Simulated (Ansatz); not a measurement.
```yaml
crystal:
  periodic: [false, false, false]
  atoms:
    - {symbol: V, position_ang: [-0.200570, -0.150608, -0.259660]}
    - {symbol: N, position_ang: [0.582563, 0.540511, 0.949573]}
    - {symbol: H, position_ang: [0.484573, -1.496902, -0.290169]}
    - {symbol: H, position_ang: [1.218103, 0.948051, 1.640248]}
    - {symbol: H, position_ang: [0.338663, 0.649470, -1.422400]}
basis:
  gaussian: {orbitals: def2-TZVP}
magnetization: {spin_polarized: true, initial_magnetization: 1}
hamiltonian: {xc: pbe0}
relax: {f_tol: 0.004, max_steps: 80}
```

```sh
$ ansatz run in.yaml --threads 1 --pin off --events-out ev --progress --plain --max-ram 2176MiB
```

Steps of the relaxation (energy above the last step; positions in Å, forces in eV/Å):

```
5
step 1, 281.9 meV
V    -0.201   -0.151   -0.260   -2.035    0.493    1.197
N     0.583    0.541    0.950    0.597    0.447    0.770
H     0.485   -1.497   -0.290    0.972   -1.883   -0.007
H     1.218    0.948    1.640   -0.301   -0.207   -0.353
H     0.339    0.649   -1.422    0.766    1.150   -1.607
```

```
5
step 2, 32.1 meV
V    -0.227   -0.143   -0.241   -0.253    0.149    0.314
N     0.579    0.547    0.962    0.011    0.120    0.225
H     0.502   -1.575   -0.267    0.171   -0.497   -0.009
H     1.222    0.947    1.638   -0.046   -0.060   -0.107
H     0.346    0.714   -1.474    0.117    0.288   -0.423
```

```
5
step 3, 1.3 meV
V    -0.198   -0.142   -0.243    0.115    0.026    0.035
N     0.585    0.554    0.975   -0.110   -0.015   -0.013
H     0.492   -1.643   -0.249   -0.024   -0.008   -0.012
H     1.217    0.956    1.655    0.043    0.004    0.003
H     0.328    0.766   -1.520   -0.024   -0.008   -0.012
```

```
5
step 4, 25.1 meV
V    -0.125   -0.134   -0.237   -0.684   -0.188   -0.267
N     0.589    0.573    1.010    0.490    0.225    0.364
H     0.456   -1.671   -0.292    0.178   -0.149    0.101
H     1.212    0.980    1.702   -0.140   -0.074   -0.122
H     0.292    0.742   -1.565    0.156    0.186   -0.075
```

```
5
step 7, 0.0 meV
V    -0.188   -0.142   -0.244   -0.001    0.001    0.002
N     0.574    0.558    0.985   -0.001   -0.001   -0.001
H     0.489   -1.650   -0.249    0.001   -0.001   -0.001
H     1.223    0.955    1.652    0.001    0.001    0.001
H     0.325    0.769   -1.526    0.000    0.000   -0.001
```

Close pairs at the end: N2–H4 1.012 Å, V1–N2 1.606 Å, V1–H3 1.654 Å, V1–H5 1.654 Å.

A stationary point of unrestricted PBE0 after 7 steps, with ⟨S²⟩ = 0.794 against 0.75 for a pure state; no frequencies were run, so it isn't proven a minimum. 45 s on 1 thread of Intel Xeon Platinum 8488C, shared host.
